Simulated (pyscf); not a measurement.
Optimised with ωB97X-D3(BJ)/def2-SVP in PySCF.

Q: For the elementary gas-phase step H₂B–OH + H atom (H•) → H₂B–O• + hydrogen (H₂) (doublet surface; H–O broken, H–H formed), what barrier and reaction energy does ωB97M-D3(BJ)/def2-TZVP give, measured from the separated reactants?

A: ΔE‡ = 0.56 eV, ΔE = -0.09 eV. Zero-point energy shifts the barrier by -0.08 eV. It is a hydrogen abstraction, with an imaginary mode of 1774i cm⁻¹. One saddle was located; it need not be the lowest between these sides. The angle at the transferred H is 170°.
